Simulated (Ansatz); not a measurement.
Geometry optimisation, RKS B3LYP/def2-SVP in Ansatz 0.2.0.

Input file:

```yaml
crystal:
  periodic: [false, false, false]
  atoms:
    - { symbol: Si, position_ang: [0.0, 0.0, 0.0] }
    - { symbol: Cl, position_ang: [0.0, 0.0, 2.13] }
    - { symbol: H, position_ang: [1.3768, 0.0, -0.4862] }
    - { symbol: H, position_ang: [-0.6877, 1.1914, -0.4862] }
    - { symbol: H, position_ang: [-0.6877, -1.1914, -0.4862] }
basis:
  gaussian: { orbitals: def2-SVP }
hamiltonian:
  xc: b3lyp
relax:
  f_tol: 0.02
  max_steps: 40
```

Launched with:

```bash
$ ansatz run input.yaml --threads 1 --pin off --max-ram 2048MiB --backend cpu --events-out ev --progress --plain --runs-dir out
```

Where does it end, and by what steps?

The forces met the threshold. After 3 steps the energy has fallen by 0.045 eV; Cl2 moved furthest, 0.04 Å.

```csv
step,energy less start (eV),largest force component (eV/Å),accepted
0,0.0000,1.100,yes
1,-0.0391,0.446,yes
2,-0.0445,0.058,yes
3,-0.0446,0.002,yes
```

```xyz
5
Properties=species:S:1:pos:R:3
Si 0.000 0.000 0.009
Cl 0.000 0.000 2.088
H 1.406 0.000 -0.475
H -0.703 1.218 -0.475
H -0.703 -1.218 -0.475
```

Whether the end is a true minimum wasn't checked by a vibrational analysis.

Time of the run: 8.2 s on 1 thread of Arm Neoverse N1 (shared host), peak memory 0.1 GiB.
